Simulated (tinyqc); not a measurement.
The basis set: RHF and MP2 along a ladder of basis sets, for HF, spin multiplicity 1. Computed by the program tinyqc with PySCF. Same geometry throughout; the dipole is taken about the origin.

Geometry (angstrom):

| atom | x | y | z |
|---|---|---|---|
| F | 0.0000 | 0.0000 | 0.0000 |
| H | 0.0000 | 0.0000 | 0.8500 |

RHF and frozen-core MP2 in a ladder of bases:

| basis | functions | E(RHF) (hartree) | E(MP2 corr) (hartree) | HOMO (eV) | LUMO (eV) | dipole (debye) |
|---|---|---|---|---|---|---|
| sto-3g | 6 | -98.555002 | -0.014564 | -12.7108 | 19.1003 | 1.3551 |
| 6-31g | 11 | -99.976815 | -0.124036 | -17.3386 | 6.1993 | 2.2012 |
| 6-31g** | 19 | -100.006540 | -0.178828 | -17.2494 | 6.4940 | 1.8596 |
| cc-pvdz | 19 | -100.015860 | -0.198681 | -17.3059 | 5.3594 | 1.8156 |
| aug-cc-pvdz | 32 | -100.030125 | -0.218361 | -17.9006 | 1.0218 | 1.8033 |
| cc-pvtz | 44 | -100.055102 | -0.268502 | -17.7000 | 4.1570 | 1.8140 |

Estimate the missing row, basis = 3-21g.

Computed row:
```
basis  functions  E(RHF) (hartree)  E(MP2 corr) (hartree)  HOMO (eV)  LUMO (eV)  dipole (debye)
3-21g         11        -99.450198              -0.117762   -16.4504     7.9505          2.0858
```

From cc-pVDZ to cc-pVTZ the RHF energy falls by 39.2 mhartree and the correlation energy by 69.8. If valence correlation converges as X^-3, (27 E(T) - 8 E(D))/19 gives -0.2979 hartree, a rough estimate from such small X that usually falls short; STO-3G holds about 5 % of it. Beyond STO-3G the LUMO moves by 6.9 eV and the HOMO by 1.5 eV; diffuse functions lower the positive LUMO sharply, since an unbound virtual level tracks the most diffuse function.
